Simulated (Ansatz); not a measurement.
For bcc Mo, PBEsol (PAW; Ansatz, a quantum-chemistry and plane-wave program) gives:

- lattice constant a = 3.130 Å
- bulk modulus = 280 GPa
- cohesive energy = 7.12 eV/atom

What does r²SCAN-D4 (Ansatz, PAW) give for the same quantities?


- lattice constant a: 3.144 Å (goes up by 0.4 %)
- bulk modulus: 275 GPa (drops by 1.8 %)
- cohesive energy: 5.83 eV/atom (drops by 1.29 eV/atom)

For comparison: lattice constant a 3.141 Å (measured, static lattice: zero-point anharmonic expansion removed; as tabulated in Mejia-Rodriguez and Trickey (2018), arXiv:1807.09216); bulk modulus 265 GPa (measured, zero-point energy and finite temperature contributions removed, our sources range from 265 to 278; as tabulated in doi:10.1021/acs.jctc.3c00612); cohesive energy 6.84 eV/atom (measured, finite-temperature (and zero-point) corrections as in the cited sets; as tabulated in Jana et al. (2018), arXiv:1807.00350).

Changes are worked out from the printed values.

Unless a cell is named, each level is at its own relaxed cell (PBEsol 15.33, r²SCAN-D4 15.54 Å³/atom).

Ansatz's density-functional and Hartree–Fock values are scalar-relativistic unless marked +SOC, with PAW data made under PBE.
